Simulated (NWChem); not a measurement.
# Spin states of N

```xyz
1

N      0.0000     0.0000     0.0000
```
Charge 0, spin multiplicity 4.

Everything below was run with NWChem.

Basis set: def2-TZVP. The gap is E(quartet) − E(doublet), so a negative value puts the higher spin lower. Open shells are unrestricted, coupled cluster uses restricted open-shell references. The quartet is the single determinant that the SCF runs reached, with unpaired electrons in orbitals of symmetry b1u and b2u and b3u (D2h labels); it need not be the lowest quartet, which in molecules with degenerate π orbitals can need several determinants. Where the lowest doublet needs several determinants, the single determinant used here isn't a pure state and places it wrongly.

| method | vertical doublet-quartet gap (kcal/mol) | remark | difference from CCSD(T) |
|---|---|---|---|
| B3LYP | -63.6 | - | -0.5 |
| HF | -85.7 | - | -22.6 |
| LC-wPBE (omega 0.3 per bohr) | -68.7 | - | -5.6 |
| B2PLYP | -66.8 | - | -3.7 |
| MP2 | -76.2 | - | -13.1 |
| CCSD(T) | -63.1 | large amplitudes | 0.0 |
| CAM-B3LYP | -65.1 | - | -2.0 |

The values span 22.6 kcal/mol, from HF (lowest) to CCSD(T) (highest). 

The correlated methods keep 1 core orbital frozen. B3LYP has NWChem's definition, with VWN1-RPA local correlation. No SCF solution was tested for a lower state. Open-shell Hartree-Fock references start from PBE0 orbitals. Coupled-cluster values serve here as a point of comparison, not as the truth.
